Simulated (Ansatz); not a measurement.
Reaction (isomerisation): `O=COCCO` → `O=C(O)CCO`

Program: Ansatz. Geometries: PBE0-D4/def2-TZVP. ΔE: electronic, gas phase. CCSD(T)/CBS is the MP2 limit (def2-TZVPP, def2-QZVPP) plus CCSD(T) − MP2 in def2-TZVPP, frozen cores. DFT in def2-TZVPP. B3LYP here is the variant with VWN-RPA as its local correlation; programs differ in this. Each species was taken in one conformer, which may not be the lowest.

`O=COCCO`:

Z-matrix (Å, degrees):
```
C
C 1 1.505
O 1 1.437 2 106.8
H 1 1.092 2 111.3 3 118.7
H 1 1.093 2 111.6 3 -119.5
O 2 1.406 1 112.6 3 -63.7
H 2 1.092 1 108.6 3 178.2
H 2 1.099 1 109.5 3 60.9
C 3 1.332 1 115.9 2 -178.7
H 6 0.961 2 107.7 1 59.7
O 9 1.195 3 125.7 1 0.7
H 9 1.100 3 109.3 1 -179.4
```

`O=C(O)CCO`:

```xyz
12

O     0.888   -0.929   -1.408
C     0.478   -1.114   -0.295
O     0.242   -2.342    0.195
C     0.210   -0.041    0.724
C    -0.176    1.266    0.077
O    -1.479    1.117   -0.447
H     0.469   -2.967   -0.508
H    -0.566   -0.374    1.415
H     1.129    0.083    1.307
H     0.547    1.501   -0.712
H    -0.147    2.068    0.826
H    -1.595    1.732   -1.174
```

```
    species  B3LYP-D4 energy (Eh)
  `O=COCCO`            -343.75832
`O=C(O)CCO`            -343.77894
```

Problem. Work out ΔE.

Solution. ΔE = (-343.77894) − (-343.75832) = -0.02062 Eh = -54.1 kJ/mol. CCSD(T)/CBS gives -58.8 kJ/mol.

Largest T1 diagnostic among the species: 0.014.

From PBE to PBE0 (25 % exact exchange), in def2-TZVPP and without D4, ΔE moves by −4.1 kJ/mol. In def2-TZVPP, CCSD(T) changes the Hartree–Fock value by −3.1 kJ/mol (the triples alone add +0.6 kJ/mol) and MP2 by −6.8 kJ/mol.
